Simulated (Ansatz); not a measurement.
1T (CdI2-type) TiSe2 was calculated with LDA (Ansatz, a first-principles code, PAW).

Rigid layers of the crystal as relaxed at this level are moved apart or together:

```tsv
run	k mesh	layer repeat (Å)	energy against free layers (meV/Å²)	gap on the mesh (eV)
1	12×12×6	5.71	-19.88	0.000
2	12×12×6	5.86	-20.07	0.000
3	12×12×6	6.01	-18.82	0.000
4	12×12×6	6.21	-16.28	0.000
5	12×12×6	6.51	-12.23	0.000
6	12×12×6	7.01	-6.53	0.000
7	12×12×4	8.01	-1.37	0.000
8	12×12×4	10.01	-0.03	0.000
```

The lowest energy of these points lies at a layer repeat of 5.86 Å.

Spin–orbit coupling is not included.

Note: the cell comes from a level without a dispersion term, which matters for the spacing of layers, chains or molecules.
